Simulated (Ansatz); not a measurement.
A run of Ansatz (development build ahead of 0.2.0) on doublet C₂H₆(+) at this shape:

```xyz
8

C    -1.1804    0.8199    0.6272
C     1.1725   -0.8051   -0.6007
H    -0.9765   -0.0099    1.3819
H    -0.4784    1.6473    0.6660
H    -2.1021    0.7468    0.0074
H     1.1393   -0.1542   -1.4532
H     2.0714   -0.9194   -0.0155
H     0.6057   -1.7077   -0.8536
```

Its results:

* Converged: yes
* Total energy: -79.18388 hartree
* Spin squared of the determinant: 0.753
* Stability test: minimum

Forces (eV/Å):
```json
{"atom": "C1", "Fx": "0.386", "Fy": "-2.101", "Fz": "0.950"}
{"atom": "C2", "Fx": "-0.469", "Fy": "-1.210", "Fz": "-1.378"}
{"atom": "H3", "Fx": "-0.443", "Fy": "0.956", "Fz": "-0.846"}
{"atom": "H4", "Fx": "-0.045", "Fy": "0.551", "Fz": "-0.305"}
{"atom": "H5", "Fx": "0.643", "Fy": "0.260", "Fz": "0.112"}
{"atom": "H6", "Fx": "0.073", "Fy": "1.282", "Fz": "-0.214"}
{"atom": "H7", "Fx": "0.232", "Fy": "0.402", "Fz": "0.903"}
{"atom": "H8", "Fx": "-0.377", "Fy": "-0.141", "Fz": "0.779"}
```

Task: Which input gives this output? Name the method, the orbitals and the basis set, and write the input.

Result: PBE0 (unrestricted) in def2-SVP.

```yaml
crystal:
  periodic: [false, false, false]
  atoms:
    - { symbol: C, position_ang: [-1.18036, 0.81991, 0.62723] }
    - { symbol: C, position_ang: [1.1725, -0.8051, -0.60067] }
    - { symbol: H, position_ang: [-0.97651, -0.00987, 1.38186] }
    - { symbol: H, position_ang: [-0.4784, 1.64728, 0.66599] }
    - { symbol: H, position_ang: [-2.10214, 0.74677, 0.00739] }
    - { symbol: H, position_ang: [1.13927, -0.15415, -1.45319] }
    - { symbol: H, position_ang: [2.07138, -0.91937, -0.01554] }
    - { symbol: H, position_ang: [0.60573, -1.70774, -0.85358] }
basis:
  gaussian: { orbitals: def2-SVP }
total_charge: 1
magnetization:
  spin_polarized: true
  initial_magnetization: 1
hamiltonian:
  xc: pbe0
output:
  forces: true
```

Caution: charge can spread falsely over distant fragments.
